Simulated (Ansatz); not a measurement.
# A basis-limit estimate, worked out

An elementary step of Si₂H₇F, closed shell (SiH₃F ([F][SiH3]) + SiH₄ → Si₂H₆ ([SiH3][SiH3]) + HF; Si–F, H–Si broken or loosened, Si–Si, F–H formed or tightened). “Start” and “end” are the PBE0-D4/def2-TZVP structures reached by relaxing down either side of its saddle point, with the molecules still in contact.

Computed with Ansatz 0.2.0 (basis: def2-TZVPP and def2-QZVPP); correlated methods freeze the cores.

Energies in eV:

| quantity | end | start |
| --- | --- | --- |
| Hartree–Fock, triple zeta (X = 3) | -18542.63920 | -18544.26730 |
| Hartree–Fock, quadruple zeta (X = 4) | -18543.26071 | -18544.91823 |
| MP2 correlation, X = 3 | -14.68636 | -14.37228 |
| MP2 correlation, X = 4 | -15.91137 | -15.57427 |
| CCSD(T) correlation, X = 3 | -16.54756 | -16.17022 |

Task: Work out the step energy at the basis limit: extrapolate Hartree–Fock as E(X) = E∞ + A exp(−7.88 √X) and the MP2 correlation as E(X) = E∞ + B X^−2.97 (the exponents that Neese and Valeev fitted for def2-TZVPP and QZVPP), then add CCSD(T) − MP2 in triple zeta.

Result: Each step is linear, so take the differences first (end − start): Hartree–Fock 1.62810 (X = 3) and 1.65752 (X = 4); MP2 correlation -0.31408 and -0.33710; CCSD(T) correlation -0.37734.
Two points give E∞ = E(4) + w [E(4) − E(3)], with w = 1/(exp(7.88 (2 − √3)) − 1) = 0.1377 for Hartree–Fock and w = 1/((4/3)^2.97 − 1) = 0.7407 for the correlation.
Hartree–Fock: 1.65752 + 0.1377 × 0.02942 = 1.6616 eV.
MP2 correlation: -0.33710 + 0.7407 × (-0.02302) = -0.3542 eV.
CCSD(T) − MP2: -0.37734 − (-0.31408) = -0.0633 eV.
Sum: 1.6616 + (-0.3542) + (-0.0633) = 1.2441 eV, or 28.69 kcal/mol. Plain CCSD(T) in triple zeta gives 1.2508 eV, so the larger basis shifts the result by -0.0067 eV.

No T1 diagnostic of these runs exceeds 0.015.

Labels in which every atom is bracketed show which atoms are joined, not bond orders.

For scale, one of the runs: CCSD(T)/def2-TZVPP, 213 basis functions, launched by `ansatz run in.yaml --threads 4 --pin off --events-out ev --progress --plain --max-ram 9574MiB`. Hardware: 4 CPU threads of a Oxide Virtual Turin-like, shared host. Wall time 17 s; peak host memory 2.8 GiB.
